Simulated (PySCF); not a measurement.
Molecule: Methyl propyl ether, C₄H₁₀O.

Mapped SMILES: `[CH3:1][CH2:2][CH2:3][O:4][CH3:5]`; H(Xn) means a hydrogen on atom n.

Geometry PBE0-D3(BJ)/def2-SVP throughout; GIAO in PySCF 2.14.0 with density-fitted response routines, gas phase, one conformer, non-relativistic; equivalent atoms averaged; basis pcSseg-1.

Problem. How do the shifts δ (against TMS, H2O at the same level) depend on the functional? (ppm; last column core-seconds on shared hosts with different chips, so compare them loosely)

Solution. 
```tsv
functional	kind	C3	C5	C2	C1	O4	H(C5)	H(C3)	H(C2)	H(C1)	core-s
HF	Hartree–Fock	68.4	53.7	24.0	11.6	-3.2	3.09	2.66	1.45	0.89	2.4
LDA	LDA	84.2	62.7	26.9	9.2	40.8	3.49	3.16	1.59	0.86	7
PBE	GGA	81.1	61.4	27.9	11.4	41.5	3.41	3.09	1.56	0.89	9.1
BLYP	GGA	82.7	62.3	29.5	12.1	47.6	3.44	3.12	1.58	0.92	8.6
BP86	GGA	81.0	61.8	27.8	11.5	37.6	3.41	3.11	1.55	0.89	8.6
OPBE	GGA	75.7	58.6	26.4	12.0	34.6	3.31	3.03	1.53	0.87	8.9
KT2	GGA	79.1	60.2	27.5	11.2	36.6	3.38	3.05	1.54	0.89	9
KT3	GGA	77.1	59.1	27.9	12.4	39.8	3.33	3.01	1.54	0.90	9
B97-D	GGA	79.2	60.7	28.2	12.4	38.1	3.40	3.10	1.57	0.92	9
B3LYP	global hybrid	79.5	60.5	27.9	11.8	34.1	3.34	2.99	1.54	0.90	5.1
PBE0	global hybrid	77.3	59.3	26.2	11.3	25.8	3.29	2.94	1.51	0.86	13
mPW1PW91	global hybrid	76.9	59.4	26.3	11.5	25.1	3.27	2.94	1.50	0.86	5.3
WP04	global hybrid	77.1	60.4	28.1	13.6	27.2	3.13	2.89	1.47	0.85	9.5
B97-2	global hybrid	76.3	59.0	26.5	11.9	26.2	3.28	2.95	1.51	0.88	9.4
BHandHLYP	global hybrid	75.3	57.9	26.2	11.6	18.8	3.22	2.84	1.50	0.88	9.5
CAM-B3LYP	range-separated hybrid	78.4	59.8	26.7	11.1	27.2	3.33	2.96	1.53	0.89	13
wB97X-D	range-separated hybrid	76.5	59.5	25.9	11.4	20.0	3.27	2.93	1.49	0.86	12
LC-wPBE	range-separated hybrid	74.8	58.7	24.4	10.8	14.0	3.25	2.89	1.48	0.84	18
```

Problem. Which nucleus moves most, in ppm?

Solution. O4 (ether oxygen): from -3.2 ppm with HF to 47.6 ppm with BLYP. The smallest spread is 0.08 ppm, at H(C1). Proton shifts span only some 12 ppm, so a few tenths of a ppm matter as much there as several ppm in carbon.
